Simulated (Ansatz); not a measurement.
`CN=C(Cl)Cl` and `C/N=C/Cl` differ in one atom or group.

Ansatz, PBE0-D4/def2-TZVP geometries, multiplicity 1. 

```tsv
property	`CN=C(Cl)Cl`
LUMO energy (B3LYP/def2-TZVPP) / eV	-0.89
HOMO–LUMO gap (ωB97M-V/def2-TZVPP) / eV	12.14
HOMO–LUMO gap (PBE/def2-TZVPP) / eV	5.09
HOMO–LUMO gap (PBE0/def2-TZVPP) / eV	7.59
HOMO energy (PBE/def2-TZVPP) / eV	-6.78
HOMO–LUMO gap (B3LYP/def2-TZVPP) / eV	7.11
```

What does the change do to each property? (An estimate is asked.)

The calculation gave: 
```json
{"property": "LUMO energy (B3LYP/def2-TZVPP) / eV", "`C/N=C/Cl`": "-0.77", "shift": "0.12"}
{"property": "HOMO–LUMO gap (ωB97M-V/def2-TZVPP) / eV", "`C/N=C/Cl`": "12.10", "shift": "-0.04"}
{"property": "HOMO–LUMO gap (PBE/def2-TZVPP) / eV", "`C/N=C/Cl`": "4.90", "shift": "-0.19"}
{"property": "HOMO–LUMO gap (PBE0/def2-TZVPP) / eV", "`C/N=C/Cl`": "7.49", "shift": "-0.10"}
{"property": "HOMO energy (PBE/def2-TZVPP) / eV", "`C/N=C/Cl`": "-6.49", "shift": "0.29"}
{"property": "HOMO–LUMO gap (B3LYP/def2-TZVPP) / eV", "`C/N=C/Cl`": "7.00", "shift": "-0.11"}
```

With PBE0 the HOMO rises by 0.26 eV and the LUMO rises by 0.16 eV, so the gap narrows by about 0.10 eV. PBE moves the HOMO by 0.29 eV and ωB97M-V by 0.18 eV.

B3LYP here is the variant with VWN-RPA as its local correlation; programs differ in this.
